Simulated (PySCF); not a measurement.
# A workflow on CH2F2 (difluoromethane)

We compute a series of 19 runs (PBE0-D4/def2-TZVP, CCSD(T)/def2-TZVPP, RI-MP2/def2-QZVPP, PBE-D4/def2-TZVPP, r2SCAN-D4/def2-TZVPP, B3LYP-D4/def2-TZVPP, PBE0-D4/def2-TZVPP, wB97M-V/def2-TZVPP, and more) of CH2F2. The job is set up through a Python script.

The calculation is run with PySCF 2.14.0.

### 1 The structure to begin with

The species is CH2F2 (5 atoms), meant as a singlet with charge 0. SMILES: `FCF`. All atoms were displaced at random from a relaxed shape. The run starts from this shape.

Bond lengths: F1–C2 1.390 Å, C2–F3 1.345 Å, C2–H4 1.047 Å, C2–H5 1.220 Å. Angles: F1–C2–F3 107.7°, F1–C2–H4 113.2°, F1–C2–H5 108.7°, F3–C2–H4 112.7°, F3–C2–H5 104.8°, H4–C2–H5 109.2°.

### 2 A geometry optimisation at PBE0-D4/def2-TZVP (density fitting with def2-universal-jkfit) (run 1)

Contents of start.xyz:

```xyz
5
CH2F2
F     -1.102805     0.162314     0.781350
C     -0.022454    -0.095158    -0.054525
F      1.078680    -0.180983     0.713520
H     -0.159956    -0.939181    -0.658449
H      0.165856     0.879642    -0.762775
```

Contents of run.py:

```python
from pyscf import gto, dft
from pyscf.geomopt.geometric_solver import kernel as optimise

mol = gto.Mole()
mol.atom = 'start.xyz'
mol.verbose = 3
mol.max_memory = 1860
mol.basis = 'def2-tzvp'
mol.build()

mf = dft.RKS(mol)
mf.xc = 'pbe0'
mf = mf.density_fit(auxbasis='def2-universal-jkfit')
mf.conv_tol = 1e-09
mf.max_cycle = 100
mf.disp = 'd4'
mf.grids.level = 4
converged, mol_eq = optimise(mf, maxsteps=100)
print('converged:', converged)
print(mol_eq.tostring())

mf.reset(mol_eq)
mol = mol_eq
mf.kernel()
e_final = mf.e_tot
print(f'total energy: {e_final:.8f} hartree')
```

Run with:

```bash
$ OMP_NUM_THREADS=1 python run.py
```

Output:

```text
maxiter                   100
----------------------------------------------------------
Custom engine selected.
Bonds will be generated from interatomic distances less than 1.20 times sum of covalent radii
15 internal coordinates being used (instead of 15 Cartesians)
Internal coordinate system (atoms numbered from 1):
Distance 1-2
Distance 2-3
Distance 2-4
Distance 2-5
Angle 1-2-3
Angle 1-2-4
Angle 1-2-5
Angle 3-2-4
Angle 3-2-5
Angle 4-2-5
Translation-X 1-5
Translation-Y 1-5
Translation-Z 1-5
Rotation-A 1-5
Rotation-B 1-5
Rotation-C 1-5
> ===== Optimization Info: ====
> Job type: Energy minimization
> Maximum number of optimization cycles: 100
> Initial / maximum trust radius (Angstrom): 0.100 / 0.300
> Convergence Criteria:
> Will converge when all 5 criteria are reached:
>  |Delta-E| < 1.00e-06
>  RMS-Grad  < 3.00e-04
>  Max-Grad  < 4.50e-04
>  RMS-Disp  < 1.20e-03
>  Max-Disp  < 1.80e-03
> === End Optimization Info ===

[... 9 lines left out ...]
WARN: Mole.unit (angstrom) is changed to Bohr
[... 1 line left out ...]
converged SCF energy = -238.843537194537
[... 9 lines left out ...]
Step    0 : Gradient = 5.421e-02/9.636e-02 (rms/max) Energy = -238.8435371945
[... 10 lines left out ...]
converged SCF energy = -238.855113018783
[... 20 lines left out ...]
converged SCF energy = -238.855467719159
[... 20 lines left out ...]
converged SCF energy = -238.855543509156
[... 20 lines left out ...]
converged SCF energy = -238.855550784898
[... 20 lines left out ...]
converged SCF energy = -238.855551849271
[... 20 lines left out ...]
converged SCF energy = -238.855551894587
[... 11 lines left out ...]
Converged! =D
[... 1 line left out ...]
converged: True
F          -1.07768010        0.16871799        0.72970614
C          -0.00817382       -0.03692781       -0.07037471
F           1.08751265       -0.19280280        0.70521236
H          -0.16792140       -0.95496089       -0.64247630
H           0.13152192        0.84308638       -0.70415877
converged SCF energy = -238.855551894568
total energy: -238.85555189 hartree
```

It took 68 s on 1 thread of Arm Neoverse V1, shared host; peak memory 0.98 GiB.

Step by step:

```csv
step,energy from the first frame kept (eV),largest force (eV/Å)
0,0.0000,4.9549
1,-0.3150,0.5747
2,-0.3246,0.2173
3,-0.3267,0.1254
4,-0.3269,0.0482
5,-0.3269,0.0103
6,-0.3269,0.0010
```

After the run. Bond lengths: F1–C2 1.351 Å, C2–F3 1.351 Å, C2–H4 1.093 Å, C2–H5 1.093 Å. Angles: F1–C2–F3 108.6°, F1–C2–H4 108.8°, F1–C2–H5 108.8°, F3–C2–H4 108.8°, F3–C2–H5 108.8°, H4–C2–H5 113.0°.

### 3 Vibrational wavenumbers at PBE0-D4/def2-TZVP (density fitting with def2-universal-jkfit) (run 2)

Contents of start.xyz:

```xyz
5

F     -1.078694     0.188210     0.247991
C     -0.009140    -0.017444    -0.552054
F      1.086501    -0.173309     0.223569
H     -0.168842    -0.935519    -1.124109
H      0.130599     0.862525    -1.185883
```

Contents of calc.py:

```python
import numpy
from pyscf import gto, dft, symm
from pyscf.hessian import thermo

mol = gto.M(
    atom='start.xyz',
    spin=0,
    charge=0,
    basis='def2-tzvp',
    max_memory=1860,
    verbose=3,
)

myscf = dft.RKS(mol)
myscf.xc = 'pbe0'
myscf = myscf.density_fit(auxbasis='def2-universal-jkfit')
myscf.grids.level = 4
myscf.disp = 'd4'
myscf.conv_tol = 1e-09
myscf.max_cycle = 100
myscf.kernel()

e_final = myscf.e_tot
print('E = %.10f Eh' % e_final)
hess = myscf.Hessian().kernel()
modes = thermo.harmonic_analysis(mol, hess)
print('frequencies (1/cm)', numpy.round(modes['freq_wavenumber'], 1))
symm.geom.TOLERANCE = 1e-3  # for the symmetry number
th = thermo.thermo(myscf, modes['freq_au'], 298.15, 101325)
thermo.dump_thermo(mol, th)
```

Run with:

```bash
$ OMP_NUM_THREADS=1 python calc.py
```

Output:

```text
converged SCF energy = -238.855551895689
E = -238.8555518957 Eh

WARN: DFTD4 does not support analytical Hessian, using finite difference.

WARN: Mole.unit (angstrom) is changed to Bohr

frequencies (1/cm) [ 535.8 1124.4 1143.3 1189.2 1276.3 1462.5 1531.1 3058.7 3129.3]
temperature 298.1500 [K]
pressure 101325.00 [Pa]
Rotational constants [GHz] 49.79342 10.64928 9.31521
Symmetry number 2
Zero-point energy (ZPE) 0.03292 [Eh]   86433.808 [J/mol]
                           tot       elec      trans        rot        vib
Entropy [J/mol/K]       246.337      0.000    158.030     85.042      3.266
Cv [J/mol/K]             34.150      0.000     12.472     12.472      9.206
Cp [J/mol/K]             42.464      0.000     20.786     12.472      9.206
Internal energy [J/mol]                      3718.434   3718.434  87175.434
Internal energy [Eh]   -238.81952  -238.85555
Enthalpy [J/mol]                             6197.391   3718.434  87175.434
Enthalpy [Eh]          -238.81857
Gibbs free energy [J/mol]                  -40919.318 -21636.746  86201.803
Gibbs free energy [Eh] -238.84655
```

Run time: 2.3 min. Hardware: 1 thread of Arm Neoverse V1, shared host; peak memory 1.4 GiB.

Runs 3 to 13 aren't shown in full; the table further down has their settings and results.

### 4 A single-point energy at HF/STO-3G (run 14)

Contents of calc.py:

```python
from pyscf import gto

system = gto.M(
    atom='''
F     -2.036520     0.318831     1.378944
C     -0.015447    -0.069784    -0.132989
F      2.055102    -0.364345     1.332658
H     -0.317325    -1.804615    -1.214104
H      0.248541     1.593202    -1.330668
''',
    spin=0,
    unit='bohr',
    max_memory=1860,
    basis='sto-3g',
    verbose=3,
    charge=0,
)

mf = system.RHF()
mf.conv_tol = 1e-10
mf.kernel()
if not mf.converged:
    mf = mf.newton().run(mf.mo_coeff, mf.mo_occ)

e_final = mf.e_tot
print(f'total energy: {e_final:.8f} hartree')
```

Run with:

```bash
$ OMP_NUM_THREADS=1 python calc.py
```

Output:

```text
converged SCF energy = -234.62459871397
total energy: -234.62459871 hartree
```

Wall time 0.89 s (1 thread of Arm Neoverse V1, shared host); peak memory 0.12 GiB.

Runs 15 to 18 aren't shown in full; the table further down has their settings and results.

### 5 The doublet cation: a single-point energy at UB3LYP/6-31G(d) (spherical functions) (run 19)

Contents of calc.py:

```python
from pyscf import gto, dft

molecule = gto.Mole()
molecule.atom = '''
F       -1.077680       0.168718       0.729706
C       -0.008174      -0.036928      -0.070375
F        1.087513      -0.192803       0.705212
H       -0.167921      -0.954961      -0.642476
H        0.131522       0.843086      -0.704159
'''
molecule.max_memory = 1860
molecule.verbose = 3
molecule.basis = '6-31g*'
molecule.charge = 1
molecule.spin = 1
molecule.build()

mf = dft.UKS(molecule, xc='b3lyp')
mf.grids.level = 5
mf.conv_tol = 1e-10
mf.kernel()
if not mf.converged:
    mf = mf.newton().run(mf.mo_coeff, mf.mo_occ)

energy = mf.e_tot
print(f'total energy: {energy:.8f} hartree')
```

Run with:

```bash
$ OMP_NUM_THREADS=1 python calc.py
```

Output:

```text
WARN: HOMO -0.364640073461759 >= LUMO -0.364640073461756

converged SCF energy = -238.507483526015  <S^2> = 0.75286094  2S+1 = 2.0028589
total energy: -238.50748353 hartree
```

Wall time 10 s (1 thread of Arm Neoverse V1, shared host); peak memory 0.28 GiB.

### 6 The series

```csv
run,level,task,optimizer,partner,energy (Eh),dipole moment (D) of the reference,HOMO energy (eV),LUMO energy (eV),wall time
1,PBE0-D4/def2-TZVP (density fitting with def2-universal-jkfit),optimise,geomeTRIC,base,-238.855552,1.86,-9.88,1.79,68 s
2,PBE0-D4/def2-TZVP (density fitting with def2-universal-jkfit),frequencies,–,base,-238.855552,1.86,-9.88,1.79,2.3 min
3,CCSD(T)/def2-TZVPP,energy,–,base,-238.710084,2.15,-14.54,4.35,1.9 min
4,RI-MP2/def2-QZVPP (density fitting with def2-universal-jkfit),energy,–,base,-238.749752,2.16,-14.57,3.06,3.3 s
5,PBE-D4/def2-TZVPP,energy,–,base,-238.853152,1.72,-8.03,0.93,16 s
6,r2SCAN-D4/def2-TZVPP,energy,–,base,-238.985945,1.80,-8.45,1.81,36 s
7,B3LYP-D4/def2-TZVPP,energy,–,base,-239.098521,1.87,-9.67,1.36,17 s
8,PBE0-D4/def2-TZVPP,energy,–,base,-238.856210,1.86,-9.88,1.77,17 s
9,wB97M-V/def2-TZVPP,energy,–,base,-239.023085,1.86,-12.34,3.26,64 s
10,B2PLYP/def2-TZVPP,energy,–,base,-238.951849,2.01,-11.71,2.59,17 s
11,SVWN5/def2-TZVPP,energy,–,base,-237.462706,1.79,-8.14,0.82,12 s
12,M06-2X/def2-TZVPP,energy,–,base,-239.004613,1.95,-11.69,2.40,37 s
13,B3LYP/6-31G* (spherical functions),energy,–,base,-238.970177,1.69,-9.15,2.94,5.1 s
14,HF/STO-3G,energy,–,base,-234.624599,1.27,-11.10,16.11,0.89 s
15,UPBE-D4/def2-TZVPP,energy,–,cation,-238.399250,–,-17.86,-16.71,31 s
16,UB3LYP-D4/def2-TZVPP,energy,–,cation,-238.622291,–,-19.67,-16.26,35 s
17,UPBE0-D4/def2-TZVPP,energy,–,cation,-238.381548,–,-19.95,-15.96,35 s
18,U-wB97M-V/def2-TZVPP (density fitting with def2-universal-jkfit),energy,–,cation,-238.544158,–,-22.22,-13.76,82 s
19,UB3LYP/6-31G* (spherical functions),energy,–,cation,-238.507484,–,-19.44,-16.05,10 s
```

### 7 Outcome

| quantity | value |
| --- | --- |
| doublet cation, run 19: total energy | -238.50748 Eh |
| doublet cation, run 19: HOMO energy (highest over α and β) | -19.44 eV |
| doublet cation, run 19: LUMO energy (lowest over α and β) | -16.05 eV |
| doublet cation, run 19: ⟨S²⟩ | 0.753 |
| vertical ionisation energy (to the doublet cation), PBE-D4/def2-TZVPP | 12.351 eV |
| vertical ionisation energy (to the doublet cation), B3LYP-D4/def2-TZVPP | 12.959 eV |
| vertical ionisation energy (to the doublet cation), PBE0-D4/def2-TZVPP | 12.916 eV |
| vertical ionisation energy (to the doublet cation), B3LYP/6-31G* | 12.591 eV |

In words: At PBE-D4/def2-TZVPP: removing an electron at fixed nuclei costs 12.35 eV (1192 kJ/mol). The negative HOMO energy of the first species, 8.03 eV, lies 4.32 eV below that difference. At B3LYP-D4/def2-TZVPP: the vertical ionisation energy comes to 12.96 eV (299 kcal/mol). The negative HOMO energy of the first species, 9.67 eV, lies 3.29 eV below that difference. At PBE0-D4/def2-TZVPP: the vertical ionisation energy comes to 12.92 eV (298 kcal/mol). −ε(HOMO) before ionisation, 9.88 eV, is 3.03 eV below this ionisation energy. Totals of different functionals can't be ranked against each other. In run 14 the basis is minimal, so the values are rough. All runs together took 12 min, the longest 2.3 min.
